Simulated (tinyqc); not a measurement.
Worked calculation: CIS and TDHF on RHF in the sto-3g basis, frozen core, for HF, spin multiplicity 1. Computed by tinyqc, a small Python program that keeps every step (integrals from PySCF). Settings: charge = 0, multiplicity = 1, basis = sto-3g, method = RHF, frozen orbitals = 1, energy threshold = 1e-10, iteration cap = 82, orthogonalisation = canonical, start = core, DIIS depth = 6, TDHF = 1. Command: `OMP_NUM_THREADS=1 python tinyqc.py 21661 21662 out.jsonl` (the two numbers bound the seeds that draw the settings). One thread of a shared host (Intel(R) Xeon(R) Processor @ 2.60GHz), about 0.07 s of CPU time with the checks. Later iterations appear only in the table of the cycle.

## One-electron integrals

Geometry (angstrom):
```
atom,x,y,z
F,0.000000,0.000000,0.000000
H,0.000000,0.000000,1.129000
```

Basis sto-3g: exponents (1/bohr^2) and contraction coefficients of normalised primitives:
```
element,l (shell),exponent,coefficient
F,s (1),166.679130,0.154329
F,s (1),30.360812,0.535328
F,s (1),8.216821,0.444635
F,s (2),6.464803,-0.099967
F,s (2),1.502281,0.399513
F,s (2),0.488588,0.700115
F,p (3),6.464803,0.155916
F,p (3),1.502281,0.607684
F,p (3),0.488588,0.391957
H,s (1),3.425251,0.154329
H,s (1),0.623914,0.535328
H,s (1),0.168855,0.444635
```

Overlap, kinetic and nuclear-attraction integrals over the contracted functions; the nuclear repulsion is the sum of Za Zb / Rab.

nuclear repulsion = 4.21841886 hartree

overlap S:
```
,1F 1s,1F 2s,1F 2px,1F 2py,1F 2pz,2H 1s
1F 1s,1.000000,0.237990,0.000000,0.000000,0.000000,0.029783
1F 2s,0.237990,1.000000,0.000000,0.000000,0.000000,0.320076
1F 2px,0.000000,0.000000,1.000000,0.000000,0.000000,0.000000
1F 2py,0.000000,0.000000,0.000000,1.000000,0.000000,0.000000
1F 2pz,0.000000,0.000000,0.000000,0.000000,1.000000,0.271991
2H 1s,0.029783,0.320076,0.000000,0.000000,0.271991,1.000000
```

kinetic energy T (hartree):
```
,1F 1s,1F 2s,1F 2px,1F 2py,1F 2pz,2H 1s
1F 1s,36.984577,-0.212858,0.000000,0.000000,0.000000,-0.007649
1F 2s,-0.212858,1.037995,0.000000,0.000000,0.000000,0.042167
1F 2px,0.000000,0.000000,3.248015,0.000000,0.000000,0.000000
1F 2py,0.000000,0.000000,0.000000,3.248015,0.000000,0.000000
1F 2pz,0.000000,0.000000,0.000000,0.000000,3.248015,0.136105
2H 1s,-0.007649,0.042167,0.000000,0.000000,0.136105,0.760032
```

nuclear attraction V (hartree):
```
,1F 1s,1F 2s,1F 2px,1F 2py,1F 2pz,2H 1s
1F 1s,-77.478293,-9.288358,0.000000,0.000000,-0.009933,-1.191561
1F 2s,-9.288358,-12.009248,0.000000,0.000000,-0.122941,-2.808489
1F 2px,0.000000,0.000000,-11.893744,0.000000,0.000000,0.000000
1F 2py,0.000000,0.000000,0.000000,-11.893744,0.000000,0.000000
1F 2pz,-0.009933,-0.122941,0.000000,0.000000,-11.962373,-2.072289
2H 1s,-1.191561,-2.808489,0.000000,0.000000,-2.072289,-5.367050
```

core Hamiltonian H = T + V (hartree):
```
,1F 1s,1F 2s,1F 2px,1F 2py,1F 2pz,2H 1s
1F 1s,-40.493716,-9.501215,0.000000,0.000000,-0.009933,-1.199210
1F 2s,-9.501215,-10.971253,0.000000,0.000000,-0.122941,-2.766321
1F 2px,0.000000,0.000000,-8.645729,0.000000,0.000000,0.000000
1F 2py,0.000000,0.000000,0.000000,-8.645729,0.000000,0.000000
1F 2pz,-0.009933,-0.122941,0.000000,0.000000,-8.714358,-1.936184
2H 1s,-1.199210,-2.766321,0.000000,0.000000,-1.936184,-4.607018
```

## Two-electron integrals

Functions are numbered as in S; the eight-fold symmetry (ij|kl) = (ji|kl) = (kl|ij) leaves the list below.

Two-electron integrals (ij|kl) in chemists' order, unique and non-zero (hartree):
```
i,j,k,l,(ij|kl)
1,1,1,1,5.403501
2,1,1,1,0.841920
2,1,2,1,0.156299
2,2,1,1,1.268028
2,2,2,1,0.292344
2,2,2,2,0.926167
3,1,3,1,0.027998
3,2,3,1,0.043169
3,2,3,2,0.204588
3,3,1,1,1.264502
3,3,2,1,0.292403
3,3,2,2,0.925959
3,3,3,3,0.997514
4,1,4,1,0.027998
4,2,4,1,0.043169
4,2,4,2,0.204588
4,3,4,3,0.053770
4,4,1,1,1.264502
4,4,2,1,0.292403
4,4,2,2,0.925959
4,4,3,3,0.889973
4,4,4,4,0.997514
5,1,5,1,0.027998
5,2,5,1,0.043169
5,2,5,2,0.204588
5,3,5,3,0.053770
5,4,5,4,0.053770
5,5,1,1,1.264502
5,5,2,1,0.292403
5,5,2,2,0.925959
5,5,3,3,0.889973
5,5,4,4,0.889973
5,5,5,5,0.997514
6,1,1,1,0.106694
6,1,2,1,0.019651
6,1,2,2,0.036560
6,1,3,3,0.036504
6,1,4,4,0.036504
6,1,5,1,0.000799
6,1,5,2,0.001504
6,1,5,5,0.036680
6,1,6,1,0.002496
6,2,1,1,0.284307
6,2,2,1,0.066488
6,2,2,2,0.236690
6,2,3,3,0.233149
6,2,4,4,0.233149
6,2,5,1,0.004531
6,2,5,2,0.036124
6,2,5,5,0.243537
6,2,6,1,0.008491
6,2,6,2,0.075969
6,3,3,1,0.006788
6,3,3,2,0.040876
6,3,5,3,0.007504
6,3,6,3,0.010994
6,4,4,1,0.006788
6,4,4,2,0.040876
6,4,5,4,0.007504
6,4,6,4,0.010994
6,5,1,1,0.199390
6,5,2,1,0.047208
6,5,2,2,0.179896
6,5,3,3,0.172331
6,5,4,4,0.172331
6,5,5,1,0.009593
6,5,5,2,0.066755
6,5,5,5,0.194818
6,5,6,1,0.006267
6,5,6,2,0.070907
6,5,6,5,0.076715
6,6,1,1,0.459795
6,6,2,1,0.109272
6,6,2,2,0.449546
6,6,3,3,0.434909
6,6,4,4,0.434909
6,6,5,1,0.008837
6,6,5,2,0.100407
6,6,5,5,0.478357
6,6,6,1,0.014024
6,6,6,2,0.189828
6,6,6,5,0.206286
6,6,6,6,0.774606
```

## Orthogonalisation

S = U s U^T; canonical form X = U s^(-1/2), so that X^T S X = 1. Each column of U has its largest component positive (the first on a tie).

eigenvalues of S: 0.549137  0.847841  1.000000  1.000000  1.128796  1.474226

X:
```
,1,2,3,4,5,6
1F 1s,0.370981,0.723383,0.000000,0.000000,-0.569378,0.279075
1F 2s,-0.811305,-0.420181,0.000000,0.000000,-0.343804,0.491019
1F 2px,0.000000,0.000000,-0.044363,0.999015,0.000000,0.000000
1F 2py,0.000000,0.000000,0.999015,0.044363,0.000000,0.000000
1F 2pz,-0.523019,0.604405,0.000000,0.000000,0.601892,0.298241
2H 1s,0.866975,-0.338119,0.000000,0.000000,0.285013,0.519992
```

Within a degenerate level the vectors are fixed only up to a rotation; this is one choice.

## Starting guess

The start is the orbitals of the core Hamiltonian; D = 2 C_occ C_occ^T.

D at the start:
```
,1F 1s,1F 2s,1F 2px,1F 2py,1F 2pz,2H 1s
1F 1s,2.124231,-0.528753,0.000000,0.000000,-0.021606,0.055403
1F 2s,-0.528753,2.249244,0.000000,0.000000,0.121711,-0.232641
1F 2px,0.000000,0.000000,2.000000,0.000000,0.000000,0.000000
1F 2py,0.000000,0.000000,0.000000,2.000000,0.000000,0.000000
1F 2pz,-0.021606,0.121711,0.000000,0.000000,2.110947,-0.256256
2H 1s,0.055403,-0.232641,0.000000,0.000000,-0.256256,0.052278
```

## Iteration 1: building the Fock matrix

J_ij = sum D_kl (ij|kl), K_ij = sum D_kl (ik|jl); F = H + J - 0.5 K; E = tr D H + tr D J / 2 - 0.25 tr D K + E_nn.

Coulomb J (hartree):
```
,1F 1s,1F 2s,1F 2px,1F 2py,1F 2pz,2H 1s
1F 1s,20.968748,4.020317,0.000000,0.000000,0.002824,0.505717
1F 2s,4.020317,9.951318,0.000000,0.000000,0.002331,2.460457
1F 2px,0.000000,0.000000,9.943222,0.000000,0.000000,0.000000
1F 2py,0.000000,0.000000,0.000000,9.943222,0.000000,0.000000
1F 2pz,0.002824,0.002331,0.000000,0.000000,9.941087,1.833840
2H 1s,0.505717,2.460457,0.000000,0.000000,1.833840,4.493777
```

exchange K (hartree):
```
,1F 1s,1F 2s,1F 2px,1F 2py,1F 2pz,2H 1s
1F 1s,11.112995,1.948433,0.000000,0.000000,0.001146,0.259926
1F 2s,1.948433,3.238957,0.000000,0.000000,0.007154,0.699580
1F 2px,0.000000,0.000000,2.668526,0.000000,0.000000,0.000000
1F 2py,0.000000,0.000000,0.000000,2.668526,0.000000,0.000000
1F 2pz,0.001146,0.007154,0.000000,0.000000,2.668936,0.387315
2H 1s,0.259926,0.699580,0.000000,0.000000,0.387315,0.238102
```

Fock matrix F (hartree):
```
,1F 1s,1F 2s,1F 2px,1F 2py,1F 2pz,2H 1s
1F 1s,-25.081466,-6.455115,0.000000,0.000000,-0.007682,-0.823456
1F 2s,-6.455115,-2.639414,0.000000,0.000000,-0.124188,-0.655654
1F 2px,0.000000,0.000000,-0.036769,0.000000,0.000000,0.000000
1F 2py,0.000000,0.000000,0.000000,-0.036769,0.000000,0.000000
1F 2pz,-0.007682,-0.124188,0.000000,0.000000,-0.107740,-0.296002
2H 1s,-0.823456,-0.655654,0.000000,0.000000,-0.296002,-0.232292
```

total energy of this density = -97.87652661 hartree

## Iteration 1: diagonalisation and new density

Diagonalise F' = X^T F X, C = X C', fill 5 alpha and 5 beta electrons from the bottom; D = 2 C_occ C_occ^T. Each column has its largest component positive (the first on a tie).

F' = X^T F X (hartree):
```
,1,2,3,4,5,6
1,-0.948876,-3.260702,0.000000,0.000000,2.970102,-1.641922
2,-3.260702,-9.338667,0.000000,0.000000,9.733248,-6.100664
3,0.000000,0.000000,-0.036769,0.000000,0.000000,0.000000
4,0.000000,0.000000,0.000000,-0.036769,0.000000,0.000000
5,2.970102,9.733248,0.000000,0.000000,-10.677466,6.863273
6,-1.641922,-6.100664,0.000000,0.000000,6.863273,-5.134534
```

orbital energies (hartree): MO1 -25.092230, MO2 -1.067781, MO3 -0.231923, MO4 -0.036769, MO5 -0.036769, MO6 0.292391

coefficients C:
```
,MO1,MO2,MO3,MO4,MO5,MO6
1F 1s,0.994481,-0.254296,0.080801,0.000000,0.000000,0.052887
1F 2s,0.022767,0.968813,-0.386896,0.000000,0.000000,-0.324445
1F 2px,0.000000,0.000000,0.000000,0.382435,0.923983,0.000000
1F 2py,0.000000,0.000000,0.000000,0.923983,-0.382435,0.000000
1F 2pz,0.001490,0.124006,0.681617,0.000000,0.000000,-0.781086
2H 1s,-0.004100,0.123845,0.567028,0.000000,0.000000,0.938467
```

D after iteration 1:
```
,1F 1s,1F 2s,1F 2px,1F 2py,1F 2pz,2H 1s
1F 1s,2.120375,-0.509972,0.000000,0.000000,0.050046,0.020491
1F 2s,-0.509972,2.177610,0.000000,0.000000,-0.287084,-0.198984
1F 2px,0.000000,0.000000,2.000000,0.000000,0.000000,0.000000
1F 2py,0.000000,0.000000,0.000000,2.000000,0.000000,0.000000
1F 2pz,0.050046,-0.287084,0.000000,0.000000,0.959963,0.803695
2H 1s,0.020491,-0.198984,0.000000,0.000000,0.803695,0.673751
```

Within a degenerate level the vectors are fixed only up to a rotation; this is one choice.

## Iteration 6 (converged): orbitals

converged F (hartree):
```
,1F 1s,1F 2s,1F 2px,1F 2py,1F 2pz,2H 1s
1F 1s,-25.909349,-6.624454,0.000000,0.000000,-0.017855,-0.845053
1F 2s,-6.624454,-3.023094,0.000000,0.000000,-0.041446,-0.787222
1F 2px,0.000000,0.000000,-0.462206,0.000000,0.000000,0.000000
1F 2py,0.000000,0.000000,0.000000,-0.462206,0.000000,0.000000
1F 2pz,-0.017855,-0.041446,0.000000,0.000000,-0.253778,-0.477864
2H 1s,-0.845053,-0.787222,0.000000,0.000000,-0.477864,-0.366566
```

As before.

F' = X^T F X (hartree):
```
,1,2,3,4,5,6
1,-0.944011,-3.549641,0.000000,0.000000,2.973522,-1.653417
2,-3.549641,-9.808791,0.000000,0.000000,9.938710,-6.215682
3,0.000000,0.000000,-0.462206,0.000000,0.000000,0.000000
4,0.000000,0.000000,0.000000,-0.462206,0.000000,0.000000
5,2.973522,9.938710,0.000000,0.000000,-11.178195,7.030465
6,-1.653417,-6.215682,0.000000,0.000000,7.030465,-5.494544
```

orbital energies (hartree): MO1 -25.918755, MO2 -1.425908, MO3 -0.519289, MO4 -0.462206, MO5 -0.462206, MO6 0.438412

coefficients C:
```
,MO1,MO2,MO3,MO4,MO5,MO6
1F 1s,0.994910,-0.256049,0.060336,0.000000,0.000000,0.062755
1F 2s,0.021059,0.982478,-0.311200,0.000000,0.000000,-0.362655
1F 2px,0.000000,0.000000,0.000000,0.082406,0.996599,0.000000
1F 2py,0.000000,0.000000,0.000000,0.996599,-0.082406,0.000000
1F 2pz,0.001693,0.039765,0.687296,0.000000,0.000000,-0.784932
2H 1s,-0.003777,0.116210,0.577220,0.000000,0.000000,0.933217
```

D after iteration 6:
```
,1F 1s,1F 2s,1F 2px,1F 2py,1F 2pz,2H 1s
1F 1s,2.118093,-0.498774,0.000000,0.000000,0.065943,0.002629
1F 2s,-0.498774,2.125102,0.000000,0.000000,-0.349564,-0.131074
1F 2px,0.000000,0.000000,2.000000,0.000000,0.000000,0.000000
1F 2py,0.000000,0.000000,0.000000,2.000000,0.000000,0.000000
1F 2pz,0.065943,-0.349564,0.000000,0.000000,0.947919,0.802671
2H 1s,0.002629,-0.131074,0.000000,0.000000,0.802671,0.693404
```

Within a degenerate level the vectors are fixed only up to a rotation; this is one choice.

## Convergence

Stop when the energy changes by less than 1e-10 hartree and every element of the error matrix X^T (F D S - S D F) X is below 3e-06.

Course of the cycle:
```
iteration,E (hartree),change,largest element of the error matrix
1,-97.87652661,-,5.68e-01
2,-98.53991514,-6.63e-01,8.49e-02
3,-98.54444528,-4.53e-03,1.58e-02
4,-98.54455495,-1.10e-04,8.73e-04
5,-98.54455528,-3.29e-07,1.19e-05
6,-98.54455528,-6.77e-11,7.05e-08
```

PySCF RHF in the same basis = -98.54455528 hartree

Converged in 6 iterations.

## Populations, bond orders and dipole

Mulliken: Z minus the diagonal of D S on the atom; Loewdin: the same with S^(1/2) D S^(1/2); Mayer order: 2 sum_s sum (D(s) S)_ij (D(s) S)_ji over the two atoms.

Charges (e):
```
atom,Mulliken,Loewdin
1F,-0.130151,-0.103430
2H,0.130151,0.103430
```

Mayer bond orders:
```
pair,order
2-1,0.983061
```

dipole moment about the origin, x y z (debye): 0.000000  0.000000  1.105813

## Integrals over molecular orbitals

(pq|rs) = sum C_ip C_jq C_kr C_ls (ij|kl), one index at a time.

one-electron integrals over orbitals h = C^T H C (hartree):
```
,1,2,3,4,5,6
1,-40.476158,0.716937,-0.160013,0.000000,0.000000,-0.171285
2,0.716937,-9.128257,0.533733,0.000000,0.000000,0.921415
3,-0.160013,0.533733,-7.078737,0.000000,0.000000,2.129022
4,0.000000,0.000000,0.000000,-8.645729,0.000000,0.000000
5,0.000000,0.000000,0.000000,0.000000,-8.645729,0.000000
6,-0.171285,0.921415,2.129022,0.000000,0.000000,-6.051700
```

Two-electron integrals over orbitals (pq|rs), unique and non-zero (hartree); the lowest 1 orbital is frozen and left out:
```
p,q,r,s,(pq|rs)
2,2,2,2,0.865365
3,2,2,2,-0.040830
3,2,3,2,0.144454
3,3,2,2,0.715292
3,3,3,2,-0.024182
3,3,3,3,0.704918
4,2,4,2,0.186830
4,3,4,2,-0.033260
4,3,4,3,0.039098
4,4,2,2,0.889520
4,4,3,2,-0.072146
4,4,3,3,0.704119
4,4,4,4,0.997514
5,2,5,2,0.186830
5,3,5,2,-0.033260
5,3,5,3,0.039098
5,4,5,4,0.053770
5,5,2,2,0.889520
5,5,3,2,-0.072146
5,5,3,3,0.704119
5,5,4,4,0.889973
5,5,5,5,0.997514
6,2,2,2,-0.101303
6,2,3,2,-0.067408
6,2,3,3,-0.025749
6,2,4,4,-0.099512
6,2,5,5,-0.099512
6,2,6,2,0.092495
6,3,2,2,-0.213365
6,3,3,2,0.088063
6,3,3,3,-0.103148
6,3,4,4,-0.229353
6,3,5,5,-0.229353
6,3,6,2,0.044215
6,3,6,3,0.213354
6,4,4,2,-0.033384
6,4,4,3,-0.020065
6,4,6,4,0.029890
6,5,5,2,-0.033384
6,5,5,3,-0.020065
6,5,6,5,0.029890
6,6,2,2,0.653869
6,6,3,2,0.054494
6,6,3,3,0.658879
6,6,4,4,0.634533
6,6,5,5,0.634533
6,6,6,2,-0.058968
6,6,6,3,-0.022048
6,6,6,6,0.690758
```

## CIS matrix, singlets

A(ia,jb) = (e_a - e_i) d_ij d_ab + 2 (ia|jb) - (ij|ab).

CIS matrix A, singlet (hartree):
```
,2>6,3>6,4>6,5>6
2>6,1.395441,0.033935,0.000000,0.000000
3>6,0.033935,0.725530,0.000000,0.000000
4>6,0.000000,0.000000,0.325865,0.000000
5>6,0.000000,0.000000,0.000000,0.325865
```

## CIS singlet states

dipole integrals <i|r|a> (bohr):
```
,x,y,z
2>6,0.000000,0.000000,-0.011445
3>6,0.000000,0.000000,1.102250
4>6,-0.001638,-0.019811,0.000000
5>6,-0.019811,0.001638,0.000000
```

Diagonalise A (1 hartree = 27.211386 eV); each vector has its largest component positive (the first on a tie). The transition dipole is mu = sqrt2 sum c_ia <i|r|a>.

singlet excitation energies (eV): 8.867234  8.867234  19.696006  38.018555

lowest vectors:
```
,state 1,state 2,state 3,state 4
2>6,0.000000,0.000000,-0.050463,0.998726
3>6,0.000000,0.000000,0.998726,0.050463
4>6,0.999930,0.011867,0.000000,0.000000
5>6,-0.011867,0.999930,0.000000,0.000000
```

oscillator strengths 2/3 w |mu|^2: 0.000172  0.000172  1.170778  0.003638

Within a degenerate level the vectors are fixed only up to a rotation; this is one choice.

## TDHF (RPA) singlet states

B(ia,jb) = 2 (ia|jb) - (ib|ja); the squared energies are the eigenvalues of (A - B)(A + B); 1 hartree = 27.211386 eV.

TDHF matrix B, singlet (hartree):
```
,2>6,3>6,4>6,5>6
2>6,0.092495,0.044215,0.000000,0.000000
3>6,0.044215,0.213354,0.000000,0.000000
4>6,0.000000,0.000000,0.029890,0.000000
5>6,0.000000,0.000000,0.000000,0.029890
```

squared energies w^2 (hartree^2): 0.105294  0.105294  0.478508  1.939460

TDHF energies from the positive w^2 (eV): 8.829852  8.829852  18.823276  37.895802

## CIS matrix, triplets

A(ia,jb) = (e_a - e_i) d_ij d_ab - (ij|ab).

CIS matrix A, triplet (hartree):
```
,2>6,3>6,4>6,5>6
2>6,1.210451,-0.054494,0.000000,0.000000
3>6,-0.054494,0.298822,0.000000,0.000000
4>6,0.000000,0.000000,0.266084,0.000000
5>6,0.000000,0.000000,0.000000,0.266084
```

## CIS triplet states

Diagonalise A (1 hartree = 27.211386 eV); each vector has its largest component positive (the first on a tie).

triplet excitation energies (eV): 7.240526  7.240526  8.043028  33.026377

lowest vectors:
```
,state 1,state 2,state 3,state 4
2>6,0.000000,0.000000,0.059459,0.998231
3>6,0.000000,0.000000,0.998231,-0.059459
4>6,0.978189,0.207718,0.000000,0.000000
5>6,-0.207718,0.978189,0.000000,0.000000
```

Within a degenerate level the vectors are fixed only up to a rotation; this is one choice.

## TDHF (RPA) triplet states

B(ia,jb) = - (ib|ja); the squared energies are the eigenvalues of (A - B)(A + B); 1 hartree = 27.211386 eV.

TDHF matrix B, triplet (hartree):
```
,2>6,3>6,4>6,5>6
2>6,-0.092495,-0.044215,0.000000,0.000000
3>6,-0.044215,-0.213354,0.000000,0.000000
4>6,0.000000,0.000000,-0.029890,0.000000
5>6,0.000000,0.000000,0.000000,-0.029890
```

squared energies w^2 (hartree^2): 0.039125  0.069908  0.069908  1.463315

TDHF energies from the positive w^2 (eV): 5.382432  7.194698  7.194698  32.916950
